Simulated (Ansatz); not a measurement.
A calculation with Ansatz (development build ahead of 0.2.0).

```yaml
crystal:
  periodic: [false, false, false]
  atoms:
    - { symbol: C, position_ang: [0.0, 0.12161, -0.70701] }
    - { symbol: C, position_ang: [0.0, -0.12161, 0.70701] }
    - { symbol: H, position_ang: [0.0, 1.14935, -1.05318] }
    - { symbol: H, position_ang: [0.78068, -0.52517, -1.27082] }
    - { symbol: H, position_ang: [-0.78068, -0.52517, -1.27082] }
    - { symbol: H, position_ang: [0.0, -1.14935, 1.05318] }
    - { symbol: H, position_ang: [0.78068, 0.52517, 1.27082] }
    - { symbol: H, position_ang: [-0.78068, 0.52517, 1.27082] }
basis:
  gaussian: { orbitals: cc-pVTZ }
total_charge: 1
magnetization:
  initial_magnetization: 1
hamiltonian:
  xc: hf
correlation:
  method: mp2
  frozen_orbitals: { C: 1, H: 0 }
output:
  forces: true
```

The input is written out in the form of the current development build from the run's settings. Correlation on restricted open-shell orbitals is semicanonical, with singles.

Output:

```json
{"Converged": "yes", "Reference energy": "-78.83563 hartree", "Correlation energy": "-0.36127 hartree", "Total energy": "-79.19690 hartree", "Spin squared of the determinant": "0.750", "Stability test": "minimum among restricted orbitals", "Occupied orbitals by symmetry in an Abelian subgroup (alpha; beta)": "4 Ag 1 Au 1 Bg 3 Bu; 4 Ag 1 Au 3 Bu"}
```

Forces (eV/Å):
```
atom      Fx      Fy      Fz
  C1   0.000  -0.372  -0.415
  C2   0.000   0.372   0.415
  H3   0.000  -0.072   0.039
  H4  -0.476   0.255   0.289
  H5   0.476   0.255   0.289
  H6   0.000   0.072  -0.039
  H7  -0.476  -0.255  -0.289
  H8   0.476  -0.255  -0.289
```

Caution: MP2 on this radical cation hangs on the determinant chosen.
